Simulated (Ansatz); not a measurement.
## Ansatz (development build ahead of 0.2.0) run

```yaml
crystal:
  periodic: [false, false, false]
  atoms:
    - { symbol: C, position_ang: [0.05693, 0.07992, -0.55355] }
    - { symbol: F, position_ang: [0.06476, 0.92662, 0.27632] }
    - { symbol: F, position_ang: [0.01298, -1.08479, 0.27385] }
basis:
  gaussian: { orbitals: "6-31G" }
hamiltonian:
  xc: hf
correlation:
  method: mp2
  frozen_orbitals: { C: 1, F: 1 }
```

The input is written out in the form of the current development build from the run's settings.

Results

| Item | Value |
| --- | --- |
| Converged | yes |
| Reference energy | -236.54694 hartree |
| Correlation energy | -0.31903 hartree |
| Total energy | -236.86597 hartree |
| Spin squared of the determinant | 0.000 |
